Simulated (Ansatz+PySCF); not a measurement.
singlet LiH: levels of theory in one basis

| atom | x (Å) | y (Å) | z (Å) |
| --- | --- | --- | --- |
| Li | 0.0000 | 0.0000 | -0.7790 |
| H | 0.0000 | 0.0000 | 2.3369 |

Basis set: 6-31G (spherical functions). All electrons are correlated. Charge 0, multiplicity 1.

Computed with Ansatz (development build ahead of 0.2.0); each method stands on the lowest determinant of its kind that the runs found.

```json
{"method": "RHF", "E − E(RHF) (eV)": "0.00", "<S²> of the determinant": "0.00"}
{"method": "UHF", "E − E(RHF) (eV)": "-0.87", "<S²> of the determinant": "0.88"}
{"method": "UHF-MP2", "E − E(RHF) (eV)": "-0.91", "<S²> of the determinant": "0.88"}
{"method": "RHF-CCSD", "E − E(RHF) (eV)": "-1.21", "<S²> of the determinant": "–"}
{"method": "RHF-CCSD(T)", "E − E(RHF) (eV)": "-1.21", "<S²> of the determinant": "–"}
{"method": "full CI (lowest root of this spin)", "E − E(RHF) (eV)": "-1.21", "<S²> of the determinant": "–"}
```

(1) What does RHF-MP2 give on the same scale?

(2) Is a single determinant a sound starting point here?

Results:

(1) -0.57 eV.

At such a shape the full CI root can have another spatial symmetry than the determinants, so the rows needn't describe one state.

(2) It is doubtful. Unrestricted orbitals lower Hartree–Fock by 0.87 eV and <S²> is 0.88 where a pure state has 0.00, a sign of strong static correlation.

Caution for RHF, RHF-MP2, RHF-CCSD, RHF-CCSD(T): an unrestricted determinant lies well below. Caution for UHF, UHF-MP2: the unrestricted determinant is a mixture of spin states. Caution for RHF-MP2, RHF-CCSD, RHF-CCSD(T): bonds are stretched, where a single reference can fail. Caution for UHF-MP2: large amplitudes, a single reference is doubtful; a plain start can end on a higher determinant.
